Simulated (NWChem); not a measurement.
System: dimethyl sulfide (C$_{2}$H$_{6}$S); SMILES S(C)C

Input file for NWChem:

```
start job
memory heap 200 mb stack 900 mb global 1100 mb
geometry units angstroms noautoz
  C     -1.379092     0.000000    -0.510968
  S      0.000000     0.000000     0.650724
  C      1.379092     0.000000    -0.510968
  H     -1.374213    -0.899006    -1.146955
  H     -2.302295     0.000000     0.085551
  H     -1.374213     0.899006    -1.146955
  H      1.374213    -0.899006    -1.146955
  H      2.302295     0.000000     0.085551
  H      1.374213     0.899006    -1.146955
end
basis spherical
  * library def2-tzvp
end
dft
  xc xpbe96 cpbe96
  iterations 150
end
tddft
  cis
  nroots 6
  notriplet
end
task tddft energy
```

NWChem printed, in part:

```
             Northwest Computational Chemistry Package (NWChem) 7.3.0
             --------------------------------------------------------

 C2V symmetry detected

                             Geometry "geometry" -> ""
                             -------------------------

 Output coordinates in angstroms (scale by  1.889725989 to convert to a.u.)

  No.       Tag          Charge          X              Y              Z
 ---- ---------------- ---------- -------------- -------------- --------------
    1 C                    6.0000    -1.37909200     0.00000000    -0.50694594
    2 S                   16.0000     0.00000000     0.00000000     0.65474606
    3 C                    6.0000     1.37909200     0.00000000    -0.50694594
    4 H                    1.0000    -1.37421300    -0.89900600    -1.14293294
    5 H                    1.0000    -2.30229500     0.00000000     0.08957306
    6 H                    1.0000    -1.37421300     0.89900600    -1.14293294
    7 H                    1.0000     1.37421300    -0.89900600    -1.14293294
    8 H                    1.0000     2.30229500     0.00000000     0.08957306
    9 H                    1.0000     1.37421300     0.89900600    -1.14293294

 Effective nuclear repulsion energy (a.u.)     110.7295169145

      Symmetry information
      --------------------

 Group name             C2v
 Group number             16
 Group order               4
 No. of unique centers     4

  pbe96 is a nonlocal functional; adding pw91lda local functional.

                                 NWChem DFT Module
                                 -----------------

 Summary of "ao basis" -> "ao basis" (spherical)
 ------------------------------------------------------------------------------
       Tag                 Description            Shells   Functions and Types
 ---------------- ------------------------------  ------  ---------------------
 C                         def2-tzvp                11       31   5s3p2d1f
 S                         def2-tzvp                13       37   5s5p2d1f
 H                         def2-tzvp                 4        6   3s1p

      Symmetry analysis of basis
      --------------------------

        a1         48
        a2         20
        b1         41
        b2         26

            General Information
            -------------------
          SCF calculation type: DFT
          Wavefunction type:  closed shell.
          No. of atoms     :     9
          No. of electrons :    34
           Alpha electrons :    17
            Beta electrons :    17
          Charge           :     0
          Spin multiplicity:     1
          Use of symmetry is: off; symmetry adaption is: on
          Maximum number of iterations: 150
          AO basis - number of functions:   135
                     number of shells:    59
          Convergence on energy requested:  1.00D-06
          Convergence on density requested:  1.00D-05
          Convergence on gradient requested:  5.00D-04

              XC Information
              --------------
          PerdewBurkeErnzerhof Exchange Functional  1.000
            Perdew 1991 LDA Correlation Functional  1.000 local
           PerdewBurkeErnz. Correlation Functional  1.000 non-local

             Grid Information
             ----------------
          Grid used for XC integration:  medium
          Radial quadrature: Mura-Knowles
          Angular quadrature: Lebedev.
          Tag              B.-S. Rad. Rad. Pts. Rad. Cut. Ang. Pts.
          ---              ---------- --------- --------- ---------
          C                   0.70       49          11.0       434
          S                   1.00       88           8.0       590
          H                   0.35       45          12.0       434
          Grid pruning is: on
          Number of quadrature shells:   456
          Spatial weights used:  Erf1

      Superposition of Atomic Density Guess
      -------------------------------------

[...]

                                NWChem TDDFT Module
                                -------------------

            General Information
            -------------------
           No. of orbitals :     270
            Alpha orbitals :     135
             Beta orbitals :     135
        Alpha frozen cores :       0
         Beta frozen cores :       0
     Alpha frozen virtuals :       0
      Beta frozen virtuals :       0
         Spin multiplicity :       1
    Number of AO functions :     135
        Use of symmetry is : off
      Symmetry adaption is : on
         Schwarz screening :  0.10D-07

              XC Information
              --------------
   PerdewBurkeErnzerhof Exchange Functional   1.00
     Perdew 1991 LDA Correlation Functional   1.00 local
    PerdewBurkeErnz. Correlation Functional   1.00 non-local

             TDDFT Information
             -----------------
          Calculation type : Tamm-Dancoff TDDFT
         Wavefunction type : Restricted singlets
          No. of electrons :      34
           Alpha electrons :      17
            Beta electrons :      17
              No. of roots :       6
          Max subspacesize :    5200
            Max iterations :     100
               Target root :       1
           Target symmetry : none
      Symmetry restriction : off
                 Algorithm : Optimal
        Davidson threshold :  0.10D-03

    6 smallest eigenvalue differences (eV)
--------------------------------------------------------
  No. Spin  Occ  Vir  Irrep   E(Occ)    E(Vir)   E(Diff)
--------------------------------------------------------
    1    1   17   18 a2       -0.184     0.001     5.040
    2    1   17   19 b2       -0.184     0.019     5.534
    3    1   17   20 b2       -0.184     0.041     6.141
    4    1   17   21 b2       -0.184     0.066     6.818
    5    1   17   22 a1       -0.184     0.074     7.037
    6    1   17   23 a2       -0.184     0.082     7.252
--------------------------------------------------------

  Entering Davidson iterations
  Restricted singlet excited states

  Iter   NTrls   NConv    DeltaV     DeltaE      Time
  ----  ------  ------  ---------  ---------  ---------
    1      6       0     0.85E-01   0.10+100       13.0
    2     12       0     0.17E-01   0.83E-02        7.8
    3     18       2     0.53E-02   0.18E-03        6.4
    4     22       5     0.10E-02   0.25E-04        5.4
    5     23       5     0.24E-03   0.11E-05        4.0
    6     24       6     0.55E-04   0.47E-07        4.1
  ----  ------  ------  ---------  ---------  ---------
  Convergence criterion met

  Ground state a1       -477.764501271967 a.u.

  ----------------------------------------------------------------------------
  Root   1 singlet a2             0.192055331 a.u.                5.2261 eV
  ----------------------------------------------------------------------------
     Transition Moments    X -0.00000   Y -0.00000   Z -0.00000
     Dipole Oscillator Strength                    0.0000000000
     Electric Quadrupole                           0.0000000019
     Magnetic Dipole                               0.0000006109
     Total Oscillator Strength                     0.0000006129

     Occ.   17  b2  ---  Virt.   18  b1       0.99836
  ----------------------------------------------------------------------------
  Root   2 singlet b2             0.204416156 a.u.                5.5624 eV
  ----------------------------------------------------------------------------
     Transition Moments    X  0.00000   Y  0.15513   Z  0.00000
     Dipole Oscillator Strength                    0.0032795914
     Electric Quadrupole                           0.0000001276
     Magnetic Dipole                               0.0000007519
     Total Oscillator Strength                     0.0032804709

     Occ.   17  b2  ---  Virt.   19  a1      -0.99351
     Occ.   17  b2  ---  Virt.   20  a1      -0.10979
  ----------------------------------------------------------------------------
  Root   3 singlet b2             0.241558702 a.u.                6.5731 eV
  ----------------------------------------------------------------------------
     Transition Moments    X -0.00000   Y -0.26285   Z -0.00000
     Dipole Oscillator Strength                    0.0111264434
     Electric Quadrupole                           0.0000000190
     Magnetic Dipole                               0.0000000063
     Total Oscillator Strength                     0.0111264688

     Occ.   17  b2  ---  Virt.   19  a1       0.10342
     Occ.   17  b2  ---  Virt.   20  a1      -0.97467
     Occ.   17  b2  ---  Virt.   21  a1      -0.11065
     Occ.   17  b2  ---  Virt.   26  a1      -0.12919
     Occ.   17  b2  ---  Virt.   29  a1      -0.05131
  ----------------------------------------------------------------------------
  Root   4 singlet b2             0.251090762 a.u.                6.8325 eV
  ----------------------------------------------------------------------------
     Transition Moments    X  0.00000   Y  0.15179   Z  0.00000
     Dipole Oscillator Strength                    0.0038569202
     Electric Quadrupole                           0.0000000309
     Magnetic Dipole                               0.0000007035
     Total Oscillator Strength                     0.0038576545

     Occ.   17  b2  ---  Virt.   20  a1       0.10560
     Occ.   17  b2  ---  Virt.   21  a1      -0.99347
  ----------------------------------------------------------------------------
  Root   5 singlet a1             0.262004085 a.u.                7.1295 eV
  ----------------------------------------------------------------------------
     Transition Moments    X -0.00000   Y  0.00000   Z -0.55440
     Dipole Oscillator Strength                    0.0536864150
     Electric Quadrupole                           0.0000000194
     Magnetic Dipole                               0.0000000000
     Total Oscillator Strength                     0.0536864344

[...]
```

Level: PBE/def2-TZVP, TDA. All runs use the structure optimised with PBE0/def2-SVP.
